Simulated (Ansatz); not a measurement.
# CaB6-type LaB6

These are PBEsol (plane waves, PAW; Ansatz, a first-principles code) values and carry that method's errors.

Settings: plane-wave cutoff 520 eV, 14×14×14 k mesh, Fermi–Dirac smearing 0.05 eV, scalar-relativistic PAW data made under PBE.

Cell (relaxed at this level):

```cif
data_B6La
_chemical_formula_sum 'La1 B6'
_space_group_name_H-M_alt 'P 1'
_space_group_IT_number 1
_cell_length_a 4.12964
_cell_length_b 4.12964
_cell_length_c 4.12964
_cell_angle_alpha 90.000
_cell_angle_beta 90.000
_cell_angle_gamma 90.000
loop_
_space_group_symop_operation_xyz
  'x, y, z'
loop_
_atom_site_label
_atom_site_type_symbol
_atom_site_fract_x
_atom_site_fract_y
_atom_site_fract_z
_atom_site_occupancy
La1 La 0.00000 0.00000 0.00000 1
B1 B 0.80035 0.50000 0.50000 1
B2 B 0.50000 0.19965 0.50000 1
B3 B 0.50000 0.80035 0.50000 1
B4 B 0.19965 0.50000 0.50000 1
B5 B 0.50000 0.50000 0.80035 1
B6 B 0.50000 0.50000 0.19965 1
```

```yaml
bulk_modulus: 180 GPa
band_gap: none
pressure derivative B′ of the bulk modulus: 3.7
```

Measured, for comparison: bulk modulus 164 ± 2 GPa (room temperature, not corrected to a static lattice, isothermal; as tabulated in LaB6 under pressure, Phys. Rev. B 80, 172104 (doi 10.1103/PhysRevB.80.172104)). Computed (rounded) less measured: bulk modulus +10 %. A static lattice is as a rule a little smaller and stiffer than an uncorrected measurement, which narrows the difference in the bulk modulus and would widen misses of the other sign.

Note: the bulk modulus comes from volumes at which shape and atoms were relaxed.

Spin–orbit coupling is not included.

Static lattice: no zero-point or thermal effects.

The result took about 5 core-minutes (a rough figure).
